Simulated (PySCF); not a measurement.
# Working with the constants of CH

UHF-CCSD(T) constants of CH, ²Π (doublet), unpaired electrons π ↑ (PySCF, no relativity, basis sets H def2-TZVPPD, C def2-TZVPPD; masses 1.0078 and 12.0000 u):

| Quantity | Value |
| --- | --- |
| ωe | 2848.7 cm⁻¹ |
| ωexe | 64.0 cm⁻¹ |
| Be | 14.417 cm⁻¹ |
| αe | 0.538 cm⁻¹ |
| De to H + C | 3.55 eV |

(1) What force constant and bond length do these constants imply?

(2) Estimate the centrifugal constant D from the Kratzer relation and find the Dunham coefficient a1.

Correlated steps freeze 1 core orbital. The state was picked by a PBE0 search and need not be the measured ground state.

## Answers

(1) Reduced mass μred = 0.92974 u; k = 5.8918×10⁻⁷·μred·ωe² (u, cm⁻¹, mdyn/Å) = 4.45 mdyn/Å; Re = √(16.8576/(μred·Be)) (u, cm⁻¹, Å) = 1.121 Å.

(2) D = 4Be³/ωe² = 0.00148 cm⁻¹; a1 = −1 − αeωe/(6Be²) = -2.23.
